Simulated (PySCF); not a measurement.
Bonds broken one at a time in the series C Br-H. Gas-phase values, no solvent. Strings in code marks are SMILES.

All values below come from M06-2X/def2-TZVP // B3LYP-D3(BJ)/def2-TZVP in PySCF. 

```json
[
 {"species": "whole molecule (`C(Br)(Br)(Br)Br`)", "dipole moment (D)": "0.00"},
 {"species": "radical fragment (`Br[C](Br)Br`)", "dipole moment (D)": "0.19"},
 {"species": "whole molecule (`BrC(Br)Br`)", "dipole moment (D)": "0.93"},
 {"species": "radical fragment (`[CH](Br)Br`)", "dipole moment (D)": "0.82"},
 {"species": "whole molecule (`BrCBr`)", "dipole moment (D)": "?"},
 {"species": "radical fragment (`[CH2]Br`)", "dipole moment (D)": "1.10"},
 {"species": "whole molecule (`C`)", "dipole moment (D)": "0.00"}
]
```

Problem. What belongs in the gaps?

Solution. 
- whole molecule (`BrCBr`), dipole moment (D): 1.56
